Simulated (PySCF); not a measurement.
**Working with the constants of CH⁻**

UHF-CCSD(T) constants of CH⁻, ³Σ⁻ (triplet), unpaired electrons π ↑↑ (basis H def2-TZVPPD, C def2-TZVPPD; no relativity; PySCF 2.14; masses 1.0078 and 12.0000 u):

```
ωe              : 2599.3 cm⁻¹
ωexe            : 80.2 cm⁻¹
Be              : 13.978 cm⁻¹
αe              : 0.661 cm⁻¹
D (centrifugal) : 0.00162 cm⁻¹
```

Task: Give the vibrational terms G(v) and spacings up to v = 4.

Result: G(v) = ωe(v+½) − ωexe(v+½)².

| v | G(v) (cm⁻¹) | G(v) − G(v−1) | Bv (cm⁻¹) |
| --- | --- | --- | --- |
| 0 | 1280 |  | 13.65 |
| 1 | 3719 | 2439 | 12.99 |
| 2 | 5997 | 2278 | 12.33 |
| 3 | 8115 | 2118 | 11.66 |
| 4 | 10073 | 1958 | 11.00 |

Correlated steps freeze 1 core orbital. The state was picked by a PBE0 search and need not be the measured ground state.
